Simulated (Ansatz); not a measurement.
Ansatz (a quantum-chemistry and plane-wave program) input (PBE/6-31G*):

Ansatz 0.2 input:
```yaml
crystal:
  periodic: [false, false, false]
  atoms:
    - {symbol: O, position_ang: [-0.00000000, -0.00000000, -0.10780207]}
    - {symbol: H, position_ang: [0.00000000, 0.00000000, 0.86241659]}
basis:
  gaussian:
    orbitals: 6-31G*
hamiltonian:
  xc: {name: PBE}
total_charge: -1
relax: {f_tol: 0.003, max_steps: 120}
```

Output:

```
Functional definition: PBE
integrals: 0.00 GiB planned
183 factors; their error is unknown
mean field: 0.04 GiB planned
mean field evaluation 1: about -2057.1132 eV, gradient 2.4e1 eV
mean field evaluation 2: about -2055.3023 eV, gradient 4.1e1 eV
mean field evaluation 4: about -2058.0730 eV, gradient 1.7e-1 eV
mean field evaluation 8: about -2058.0649 eV, gradient 1.4e-3 eV
mean field -2058.06486983 eV, -75.6324889598 hartree, gradient 6.2e-5 eV, S^2 0.000000; 0 other end points of the search recorded, 0 dependent functions left out
the calculation of the forces begins
reference -2058.06487927 eV, -75.6324893066 hartree; 5, 5 occupied and 12, 12 virtual orbitals, 183 factors
relax step   1: F+E_penalty+E_count = -2058.06486983 eV  Δ(F+E_penalty+E_count) = +0.000e0 eV  max|allowed force component| = 1.055e0 eV/Å  Δτ_max = 0.0000 Å  (18 SCF iters, accepted)
these checks for a lower state are left out or cut short: starts, cluster_reference, orbital_swaps, neighbouring_geometries, increment
integrals: 0.00 GiB planned
183 factors; their error is unknown
mean field: 0.04 GiB planned
mean field evaluation 16: about -2058.0760 eV, gradient 1.4e-5 eV
mean field -2058.07596844 eV, -75.6328968261 hartree, gradient 1.4e-5 eV, S^2 0.000000; 0 other end points of the search recorded, 0 dependent functions left out
the calculation of the forces begins
reference -2058.07597803 eV, -75.6328971787 hartree; 5, 5 occupied and 12, 12 virtual orbitals, 183 factors
relax step   2: F+E_penalty+E_count = -2058.07596844 eV  Δ(F+E_penalty+E_count) = -1.110e-2 eV  max|allowed force component| = 3.505e-1 eV/Å  Δτ_max = 0.0080 Å  (21 SCF iters, accepted)
these checks for a lower state are left out or cut short: starts, cluster_reference, orbital_swaps, neighbouring_geometries, increment
integrals: 0.00 GiB planned
183 factors; their error is unknown
mean field: 0.04 GiB planned
mean field -2058.07746830 eV, -75.6329519450 hartree, gradient 1.2e-5 eV, S^2 0.000000; 0 other end points of the search recorded, 0 dependent functions left out
the calculation of the forces begins
reference -2058.07747797 eV, -75.6329523005 hartree; 5, 5 occupied and 12, 12 virtual orbitals, 183 factors
relax step   3: F+E_penalty+E_count = -2058.07746830 eV  Δ(F+E_penalty+E_count) = -1.500e-3 eV  max|allowed force component| = 2.266e-2 eV/Å  Δτ_max = 0.0041 Å  (21 SCF iters, accepted)
these checks for a lower state are left out or cut short: starts, cluster_reference, orbital_swaps, neighbouring_geometries, increment
integrals: 0.00 GiB planned
183 factors; their error is unknown
mean field: 0.04 GiB planned
mean field -2058.07747479 eV, -75.6329521835 hartree, gradient 3.7e-6 eV, S^2 0.000000; 0 other end points of the search recorded, 0 dependent functions left out
the calculation of the forces begins
reference -2058.07748447 eV, -75.6329525392 hartree; 5, 5 occupied and 12, 12 virtual orbitals, 183 factors
relax step   4: F+E_penalty+E_count = -2058.07747479 eV  Δ(F+E_penalty+E_count) = -6.491e-6 eV  max|allowed force component| = 2.252e-3 eV/Å  Δτ_max = 0.0003 Å  (16 SCF iters, accepted)
integrals: 0.00 GiB planned
183 factors; their error is unknown
mean field: 0.04 GiB planned
mean field evaluation 32: about -2054.7841 eV, gradient 4.4e1 eV
mean field -2058.07747479 eV, -75.6329521835 hartree, gradient 3.7e-6 eV, S^2 0.000000; 1 other end points of the search recorded, 0 dependent functions left out
the calculation of the forces begins
reference -2058.07748447 eV, -75.6329525392 hartree; 5, 5 occupied and 12, 12 virtual orbitals, 183 factors
Total energy: -2058.07748447 eV, -75.6329525392 hartree
Atom 0 at    -0.000000     0.000000    -0.120147 Å, force    -0.000000     0.000000     0.002252 eV/Å
Atom 1 at     0.000000    -0.000000     0.874762 Å, force     0.000000    -0.000000    -0.002252 eV/Å
Dipole moment:     0.000000    -0.000000     0.234695 e Å
```

The dipole moment of an ion depends on the origin.
